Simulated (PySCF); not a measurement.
First hyperpolarisability: `C=C=C=CC=S`, C5H4S

Molfile (atoms numbered from 1):
```
C5H4S
     RDKit          3D

 10  9  0  0  0  0  0  0  0  0999 V2000
    2.4684   -0.2864   -0.7133 C   0  0  0  0  0  0  0  0  0  0  0  0
    1.2716   -0.2987   -0.1740 C   0  0  0  0  0  0  0  0  0  0  0  0
    0.1254   -0.3101    0.3448 C   0  0  0  0  0  0  0  0  0  0  0  0
   -1.0858   -0.3119    0.8894 C   0  0  0  0  0  0  0  0  0  0  0  0
   -2.0658    0.6830    0.5587 C   0  0  0  0  0  0  0  0  0  0  0  0
   -3.5622    0.7418    1.1827 S   0  0  0  0  0  0  0  0  0  0  0  0
    2.7537    0.4764   -1.4301 H   0  0  0  0  0  0  0  0  0  0  0  0
    3.2066   -1.0391   -0.4568 H   0  0  0  0  0  0  0  0  0  0  0  0
   -1.3659   -1.0773    1.6083 H   0  0  0  0  0  0  0  0  0  0  0  0
   -1.7413    1.4294   -0.1682 H   0  0  0  0  0  0  0  0  0  0  0  0
  1  2  2  0
  2  3  2  0
  3  4  2  0
  4  5  1  0
  5  6  2  0
  1  7  1  0
  1  8  1  0
  4  9  1  0
  5 10  1  0
M  END
```

Method: quadratic response CAM-B3LYP/def2-TZVPD first hyperpolarisability, Taylor convention, gas phase in PySCF 2.14.0. Geometry: PBE0-D3(BJ)/def2-TZVP.

Task: What is the first hyperpolarisability, and how does it disperse?

Result: In au, Taylor convention; the vector part is βᵢ = ⅓ Σⱼ (βᵢⱼⱼ + βⱼᵢⱼ + βⱼⱼᵢ); β∥ is 3/5 of the vector part along the dipole, the dipole points from − to +:
| process | λ (nm) | β vector norm | β∥ | β HRS | depolarisation ratio |
| --- | --- | --- | --- | --- | --- |
| static β(0;0,0) | ∞ | 747.8 | 429.0 | 302.0 | 5.46 |
| second harmonic β(−2ω;ω,ω) | 1907 | 866.9 | 498.5 | 349.8 | 5.42 |
| Pockels β(−ω;ω,0) | 1907 | 784.4 | 450.4 | – | – |
| Pockels β(−ω;ω,0) | 1064 | 876.3 | 504.1 | – | – |

Second harmonics within 0.3 eV of the first excitation or beyond it are left out.

Task: Which lowest excitations, dipole and polarisabilities go with it?

Result: S1 2.05 eV (f = 0.000); S2 3.57 eV (f = 0.000); S3 4.10 eV (f = 0.922); dipole 3.80 D; isotropic α 113.1 au static, 114.4 au at 1907 nm, 117.5 au at 1064 nm, 118.7 au at 953.5 nm.
